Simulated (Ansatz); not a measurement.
A geometry relaxed with PBE0-D4/def2-TZVP in Ansatz (a program for electronic structure), charge 0, multiplicity 1:

```xyz
5

H      1.4470     0.3318     0.0143
Si     0.0000     0.0000     0.0000
H     -0.7836     1.2175    -0.3283
H     -0.2580    -1.0452    -1.0223
H     -0.4054    -0.5040     1.3363
```

**Question.** Write the SMILES of this molecule.

**Answer.** `[SiH4]`
